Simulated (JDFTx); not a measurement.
System: carbonyl sulfide, COS (SMILES O=C=S), charge 0, multiplicity 1; geometry: optimised with GFN2-xTB in vacuum (no frequencies checked; largest PBE force component 2.0 eV/Å). Z-matrix (Å, degrees):
```
C
O 1 1.1540
S 1 1.5388 2 179.96
```

Level of theory: PBE, GBRV ultrasoft potentials, plane waves to 20/100 Ha; code: a modified build of JDFTx. Liquid: CANDLE, water, 1 M NaCl. The liquid run sits in a periodic box with 4.5 Å from the outermost atoms to the faces; the vacuum run is isolated. The box matters at about 0.01 eV. The solvation energy is E(in liquid) − E(vacuum) at fixed geometry, with no thermal, conformational or standard-state terms added.

- solvation energy: 1.3 kcal/mol
- part: cavitation term of the fluid: 8.1 kcal/mol
- part: dispersion term of the fluid: -5.4 kcal/mol
- part: electrostatic term of the fluid: -1.6 kcal/mol
- part: distortion of the solute's electrons: 0.2 kcal/mol
- dipole moment in vacuum: 0.80 D
- dipole moment in the liquid: 1.20 D
- highest occupied level in vacuum (zero: vacuum level): -7.49 eV
- highest occupied level in the liquid (zero: bulk electrolyte): -7.21 eV
- volume of the model's cavity: 165.3 Å³
- rough cost, vacuum and liquid run: 2 min and 2 min of core time
